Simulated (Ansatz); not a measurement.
AlGe, quartet: stretch scan

Starting geometry (PBE0/def2-TZVP stationary point for this spin):

```yaml
atoms:
  - { symbol: Ge, position_ang: [0.0000, 0.0000, 0.0000] }
  - { symbol: Al, position_ang: [0.0000, 0.0000, 2.4669] }
```

From there Al2 moves along the line of the two atoms named below, all else staying in place; atoms are numbered as listed. Energies are in kcal/mol, counted from the starting geometry at the same level. Kohn–Sham curves are unrestricted where that lies lower.

Basis cc-pVDZ; Ansatz 0.2.0. Only valence electrons are correlated (noble-gas cores and the filled d shells of p-block atoms frozen). No spin–orbit coupling is included, and no scalar relativity.

Full CI is exact within this basis and frozen core; it isn't the basis-set limit.

```csv
distance Ge1-Al2 (Å),wB97M-V
1.996,36.1
2.169,11.8
2.467,0.0
2.723,3.1
3.005,11.4
3.420,25.2
3.955,39.0
4.594,47.4
5.519,51.6
6.732,52.8
8.507,53.1
```

**Question.** Estimate the full CI curve in cc-pVDZ from this one, knowing how wB97M-V errs.

**Answer.** The computed full CI values, in kcal/mol from the starting point, and the error of wB97M-V against them:
| distance Ge1-Al2 (Å) | full CI | wB97M-V less full CI |
| --- | --- | --- |
| 1.996 | 41.6 | -5.5 |
| 2.169 | 14.5 | -2.7 |
| 2.467 | 0.0 | 0.0 |
| 2.723 | 2.2 | 0.9 |
| 3.005 | 9.9 | 1.5 |
| 3.420 | 22.6 | 2.6 |
| 3.955 | 35.3 | 3.8 |
| 4.594 | 43.5 | 3.9 |
| 5.519 | 47.6 | 4.1 |
| 6.732 | 48.7 | 4.1 |
| 8.507 | 49.0 | 4.1 |

wB97M-V at 8.507 Å lies 4.1 kcal/mol (8 %) above the reference in this basis.

In so small a basis the reference is far from its limit while semilocal and hybrid functionals are nearer theirs, so the functionals' errors here hold much of the reference's basis and frozen-core error, which can add to them or hide them.
